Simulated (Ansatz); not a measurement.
A nudged elastic band was laid between two geometries of C3H7N (11 atoms, charge 0, multiplicity 1).

Level of theory: Ansatz 0.2.0, RKS BHLYP/def2-SVP.

* movable images: 7
* climbing image: yes
* spring: 5.0 eV/Å²
* optimiser: quadratic models (default)
* start path: IDPP
* force threshold: 0.05 eV/Å
* iteration limit: 60
* end points: relaxed

First end point:

```xyz
11
Properties=species:S:1:pos:R:3
N -1.134 0.920 -0.438
C 0.164 0.482 -0.038
C 0.236 -0.641 0.945
C 0.601 -0.874 -0.488
H -1.109 1.353 -1.351
H -1.506 1.601 0.209
H 0.958 1.230 0.043
H 1.027 -0.630 1.688
H -0.712 -1.042 1.290
H 1.645 -1.025 -0.741
H -0.105 -1.430 -1.097
```

Last end point:

```xyz
11
Properties=species:S:1:pos:R:3
N -1.048 1.222 -0.110
C 0.200 0.570 0.133
C 0.226 -0.736 0.844
C 0.641 -0.665 -0.600
H -1.810 0.560 -0.133
H -1.040 1.697 -1.003
H 0.990 1.269 0.400
H 0.987 -0.909 1.598
H -0.730 -1.200 1.074
H 1.692 -0.787 -0.845
H -0.043 -1.078 -1.337
```

Problem. Which bonds break or form, and what moves?

Solution. No bond is made or broken. The dihedral H6–N1–C2–H7 goes from -60 to 75°.

Problem. Give the energies along the band, and the barrier.

Solution. It converged. The highest image is number 4 of 0 to 8, 0.201 eV above the first end and 0.095 eV above the last; the last end lies 0.106 eV above the first. A vibrational analysis at the climbing image gives one clearly imaginary mode, 309i cm⁻¹: a first-order saddle point.

| image | path coordinate (Å) | energy (eV) | dihedral H6–N1–C2–H7 (°) |
| --- | --- | --- | --- |
| 0 | 0.00 | 0.000 | -60 |
| 1 | 0.37 | 0.026 | -43 |
| 2 | 0.74 | 0.096 | -25 |
| 3 | 1.11 | 0.170 | -6 |
| 4 | 1.47 | 0.201 | 14 |
| 5 | 1.79 | 0.184 | 30 |
| 6 | 2.10 | 0.147 | 46 |
| 7 | 2.41 | 0.117 | 60 |
| 8 | 2.72 | 0.106 | 75 |

Problem. What is the geometry of the highest image?

Solution. 
```xyz
11
Properties=species:S:1:pos:R:3
N -1.165 1.064 -0.137
C 0.125 0.504 0.158
C 0.231 -0.810 0.859
C 0.651 -0.685 -0.580
H -1.540 0.694 -0.998
H -1.106 2.064 -0.247
H 0.863 1.250 0.443
H 0.997 -0.950 1.617
H -0.705 -1.322 1.061
H 1.708 -0.733 -0.826
H 0.005 -1.134 -1.331
```

Problem. What are the harmonic wavenumbers there?

Solution. 309i, 404, 418, 788, 807, 826, 848, 990, 1027, 1098, 1107, 1126, 1164, 1226, 1291, 1327, 1469, 1485, 1573, 1692, 3199, 3211, 3233, 3292, 3310, 3647, 3733 cm⁻¹.

The run took 2 min on 1 thread of Intel(R) Xeon(R) 6975P-C (Granite Rapids), with other jobs on the host, peak memory 0.2 GiB.
